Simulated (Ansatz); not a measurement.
`CCCC(C)C` + H₂S → `CC(C)CS` + ethane  (substitution at a C–C bond)

Calculated with Ansatz (gas phase, PBE0-D4/def2-TZVP geometries, no zero-point term in ΔE). CBS: MP2 limit from def2 TZ/QZ plus the TZ coupled-cluster correction, frozen cores. This one scheme is used for every species. Functionals use def2-TZVPP. B3LYP here is the variant with VWN-RPA as its local correlation; programs differ in this. One conformer a species, not always the lowest.

`CCCC(C)C`:

Cartesian coordinates in Å:
```
C -2.338 -0.421 0.166
C -1.119 -1.303 -0.048
C 0.160 -0.756 0.573
C 0.618 0.613 0.071
C 1.870 1.050 0.817
C 0.859 0.623 -1.432
H -3.242 -0.893 -0.224
H -2.233 0.546 -0.332
H -2.498 -0.225 1.231
H -0.971 -1.470 -1.120
H -1.312 -2.292 0.380
H 0.974 -1.473 0.405
H 0.027 -0.698 1.660
H -0.172 1.341 0.293
H 2.191 2.048 0.507
H 1.703 1.072 1.897
H 2.697 0.360 0.623
H 1.220 1.600 -1.763
H -0.048 0.398 -1.996
H 1.615 -0.120 -1.706
```

H₂S:

```xyz
3

S    -0.547    0.171   -0.234
H    -0.169   -0.408    0.914
H     0.716    0.238   -0.680
```

`CC(C)CS`:

```xyz
15

C    -1.254    0.498   -0.406
C     0.195    0.038   -0.420
C     1.141    1.213   -0.209
C     0.469   -1.026    0.637
S    -0.392   -2.605    0.416
H    -1.938   -0.324   -0.623
H    -1.422    1.275   -1.155
H    -1.519    0.916    0.571
H     0.405   -0.410   -1.398
H     0.993    1.977   -0.975
H     2.187    0.897   -0.246
H     0.968    1.683    0.765
H     1.527   -1.299    0.622
H     0.256   -0.640    1.638
H    -1.615   -2.194    0.782
```

`CC`:

Z-matrix (Å, degrees):
```
C
C 1 1.519
H 1 1.093 2 111.4
H 1 1.093 2 111.4 3 120.0
H 1 1.093 2 111.4 3 -120.0
H 2 1.093 1 111.4 3 180.0
H 2 1.093 1 111.4 3 -60.0
H 2 1.093 1 111.4 3 60.0
```

```csv
level,ΔE (kcal/mol)
r2SCAN-D4,0.5
B3LYP-D4,0.4
```

What does CCSD(T)/CBS give? (An estimate is asked.)

The calculation gave: +1.5 kcal/mol. The listed levels differ from it by -1.0, -1.1 kcal/mol.

Largest T1 diagnostic among the species: 0.009.

In def2-TZVPP, CCSD(T) changes the Hartree–Fock value by +1.6 kcal/mol (the triples alone add −0.2 kcal/mol) and MP2 by +1.1 kcal/mol. The D4 term adds +0.9 kcal/mol with B3LYP and +0.6 kcal/mol with PBE0; it sums over pairs of atoms, weighted by their polarisabilities, and B3LYP, whose exchange is more repulsive, gets the larger term.
